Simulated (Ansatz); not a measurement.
Z-matrix (Å, degrees):
```
C
C 1 1.519
H 1 1.093 2 111.7
H 1 1.094 2 111.1 3 120.2
H 1 1.094 2 111.1 3 -120.3
C 2 1.521 1 112.5 3 179.8
H 2 1.094 1 109.1 3 -57.6
H 2 1.097 1 109.6 3 58.3
C 6 1.528 2 115.0 1 -176.1
H 6 1.097 2 108.9 1 60.3
H 6 1.097 2 108.3 1 -54.4
C 9 1.529 6 111.6 2 -67.4
C 9 1.532 6 111.3 2 165.4
H 9 1.100 6 107.1 2 49.5
C 12 1.520 9 114.5 6 177.6
H 12 1.096 9 109.2 6 -58.9
H 12 1.094 9 108.7 6 55.9
C 13 1.521 9 115.3 6 66.7
H 13 1.094 9 109.2 6 -170.1
H 13 1.096 9 108.0 6 -55.6
H 15 1.092 12 112.1 9 65.7
H 15 1.094 12 111.1 9 -54.5
H 15 1.092 12 111.1 9 -174.2
H 18 1.093 13 111.8 9 -58.9
H 18 1.093 13 111.8 9 61.8
H 18 1.092 13 110.7 9 -178.6
```

The species carries charge 0 and has multiplicity 1.

(1) List the ωB97M-V/def2-TZVPP orbital energies in eV (Ansatz). (An estimate is asked.)

Answers

(1) The calculation gave: Occupied: -281.24, -281.13, -281.08, -281.08, -281.04, -280.96, -280.96, -280.94, -25.80, -24.38, -23.56, -22.40, -20.70, -19.96, -19.04, -17.69, -15.90, -15.44, -15.37, -14.38, -14.08, -13.75, -13.71, -12.99, -12.80, -12.50, -12.18, -11.98, -11.82, -11.38, -10.97, -10.86, -10.65. Lowest empty: 2.60, 2.86, 3.09, 3.37, 3.73, 4.15, 4.27, 4.48.
